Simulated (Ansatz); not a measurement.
Results of BLYP (Ansatz, a first-principles code, plane waves, PAW) for body-centred tetragonal In.

Run with plane-wave cutoff 520 eV, 24×24×24 k mesh, Fermi–Dirac smearing 0.05 eV, scalar-relativistic PAW data made under PBE.

A third-order Birch–Murnaghan fit to the energies gives V0 = 31.015 Å³/atom, B0 = 23.2 GPa, B′ = 5.2.

```csv
V (Å³/atom),P (GPa)
29.766,[?]
30.386,[?]
31.006,0.007
31.626,[?]
32.246,[?]
```

Question: Estimate the withheld pressures from this fit; the answers are the runs' own values.

Answer: 
- 29.766, P (GPa): 1.060
- 30.386, P (GPa): 0.501
- 31.626, P (GPa): -0.429
- 32.246, P (GPa): -0.814

The formula P = (3/2) B0 (x^(7/3) − x^(5/3)) [1 + (3/4)(B′ − 4)(x^(2/3) − 1)] with x = V0/V meets the computed pressures within 0.01 GPa when these rounded values are put in.

Shape and atoms are relaxed at each volume.

Measured, for comparison: bulk modulus 44.7 GPa (copied from a table, unchecked, extrapolated to 0 K and zero-point effects removed; as tabulated in Lejaeghere et al. (2013), arXiv:1204.2733). Computed (rounded) less measured: bulk modulus not scored (unchecked).

Note: the cell is over a tenth larger than the published one: the level's own overestimate first of all, though another phase or state, or a fault of the published cell, is possible; the bulk modulus comes from volumes at which shape and atoms were relaxed.

Spin–orbit coupling is not included.

The computed numbers hold no vibrational or temperature effects.
